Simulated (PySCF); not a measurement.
## The potential of point charges around `CCCC=O`

Species: `CCCC=O`. Coordinates (GFN2-xTB, Å) and charges (e) from the PBE0/pcSseg-1 density (PySCF):

```csv
atom,x,y,z,Mulliken,IAO,Hirshfeld,ESP-fitted
C1,-1.702,-0.048,0.655,-0.2592,-0.4172,-0.1168,-0.4598
C2,-0.270,-0.519,0.439,-0.2800,-0.2482,-0.0676,+0.3407
C3,0.549,0.498,-0.349,-0.3051,-0.3142,-0.0725,-0.1752
C4,1.965,0.057,-0.573,+0.2428,+0.2714,+0.1374,+0.4974
O5,2.447,-0.973,-0.196,-0.3477,-0.3877,-0.2178,-0.4867
H6,-2.265,-0.789,1.216,+0.1200,+0.1447,+0.0433,+0.1043
H7,-1.718,0.887,1.210,+0.1063,+0.1348,+0.0380,+0.1052
H8,-2.201,0.111,-0.299,+0.1062,+0.1348,+0.0380,+0.1051
H9,-0.268,-1.468,-0.100,+0.1290,+0.1425,+0.0381,-0.0401
H10,0.213,-0.691,1.402,+0.1289,+0.1425,+0.0381,-0.0395
H11,0.579,1.460,0.171,+0.1430,+0.1532,+0.0524,+0.0433
H12,0.100,0.683,-1.329,+0.1431,+0.1533,+0.0524,+0.0432
H13,2.567,0.794,-1.144,+0.0727,+0.0901,+0.0366,-0.0379
```

Points outside the species (Å): A (-5.9, -3.6, 3.4); B (5.0, -5.3, 0.9); C (-0.1, -3.5, -3.7).

Task: Find the potential V = 14.3996 V·Å × Σ q/r of each set of charges at these points.

Result: In volts:

```
point  nearest atom  distance (Å)  Mulliken     IAO  Hirshfeld  ESP-fitted
    A            H6          5.09    +0.054  +0.025     +0.012      +0.021
    B            O5          5.14    -0.257  -0.261     -0.150      -0.251
    C            H9          4.14    -0.090  -0.079     -0.041      -0.026
```

Task: How far are the other sets from the ESP-fitted one at these points?

Result: Root-mean-square difference: IAO 0.031 V, Mulliken 0.042 V, Hirshfeld 0.059 V. The ESP scheme is a least-squares fit of atom-centred charges to the potential on four shells outside the van der Waals surface, with the total charge fixed.

Task: What energy would a point charge of +2 e have at B in the field of the ESP charges, leaving out polarisation?

Result: -0.503 eV = -48.5 kJ/mol, an attraction.

The structure is a single GFN2-xTB conformer in the gas phase; no vibrational or solvent corrections.

Shape of the structure used: `[CH3:1][CH2:2][CH2:3][CH:4]=[O:5]`: C1–C2–C3–C4 180°, C2–C3–C4–O5 0°.
